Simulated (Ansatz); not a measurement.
C$_{2}$H$_{6}$OS (`CC(O)S`), one more setting.

```yaml
crystal:
  periodic: [false, false, false]
  atoms:
    - {symbol: C, position_ang: [-0.819980, 0.539128, -0.149375]}
    - {symbol: C, position_ang: [0.176269, -0.586198, 0.033895]}
    - {symbol: O, position_ang: [0.866868, -0.480656, 1.258536]}
    - {symbol: S, position_ang: [1.384908, -0.681308, -1.303240]}
    - {symbol: H, position_ang: [-1.348823, 0.441310, -1.097707]}
    - {symbol: H, position_ang: [-1.560422, 0.526807, 0.658119]}
    - {symbol: H, position_ang: [-0.307869, 1.503740, -0.129020]}
    - {symbol: H, position_ang: [-0.340199, -1.554152, -0.034986]}
    - {symbol: H, position_ang: [0.215926, -0.346004, 1.955023]}
    - {symbol: H, position_ang: [1.816521, 0.586134, -1.188244]}
basis:
  gaussian: {orbitals: pcseg-2}
magnetization: {spin_polarized: true, initial_magnetization: 2}
hamiltonian: {xc: {name: PBE0-DH}}
output: {forces: true}
```

```sh
$ ansatz run in.yaml --threads 2 --pin off --events-out ev --progress --plain --max-ram 4352MiB
```

Output, abridged:

```
Functional definition: PBE0-DH
1230 factors; integrals over basis functions are off by at most 9.3e-4 eV
mean field evaluation 1: about -15032.0278 eV, gradient 3.8e1 eV
mean field evaluation 2: about -15032.2259 eV, gradient 3.8e1 eV
mean field evaluation 4: about -15038.5445 eV, gradient 5.8e0 eV
mean field evaluation 8: about -15038.8141 eV, gradient 9.6e-1 eV
mean field evaluation 16: about -15038.8547 eV, gradient 3.0e-2 eV
mean field evaluation 32: about -15038.8547 eV, gradient 1.1e-5 eV
a density is far from that of the atoms, so the factors are made again for it
1254 factors; integrals over basis functions are off by at most 9.3e-4 eV
mean field -15038.85449512 eV, -552.6677089938 hartree, gradient 2.0e-6 eV, S^2 2.009971; 4 other end points of the search recorded, 0 dependent functions left out
8 core orbitals not correlated: weight in the atoms' cores, before any rotation towards them, 1.000 or more for the frozen orbitals, at most 0.000 for the correlated occupied ones
reference -15038.85451995 eV, -552.6677099066 hartree; 14, 12 occupied and 186, 188 virtual orbitals, 1254 factors
second order -24.66923738 eV of doubles, -0.00000000 eV of singles
Total energy: -15041.93817463 eV, -552.7810321256 hartree
Atom 0 at    -0.819980     0.539128    -0.149375 Å, force     0.084535     0.163202    -0.059826 eV/Å
Atom 1 at     0.176269    -0.586198     0.033895 Å, force    -1.439070     0.809661     1.974699 eV/Å
Atom 2 at     0.866868    -0.480656     1.258536 Å, force    -0.226106     0.018866    -0.079311 eV/Å
Atom 3 at     1.384908    -0.681308    -1.303240 Å, force     0.713081    -4.054980    -2.656077 eV/Å
Atom 4 at    -1.348823     0.441310    -1.097707 Å, force    -0.028267     0.001656     0.057892 eV/Å
Atom 5 at    -1.560422     0.526807     0.658119 Å, force     0.142642    -0.060172    -0.175090 eV/Å
Atom 6 at    -0.307869     1.503740    -0.129020 Å, force    -0.002471    -0.111947    -0.044241 eV/Å
Atom 7 at    -0.340199    -1.554152    -0.034986 Å, force     0.360198     0.229708    -0.137301 eV/Å
Atom 8 at     0.215926    -0.346004     1.955023 Å, force     0.333273    -0.011245    -0.297661 eV/Å
Atom 9 at     1.816521     0.586134    -1.188244 Å, force     0.062185     3.015251     1.416915 eV/Å
Dipole moment:    -0.512478     0.035541     0.178024 e Å
```

Run time 32 s (2 threads of an Intel Xeon 6975P-C on a shared host); peak host memory 1 GiB.
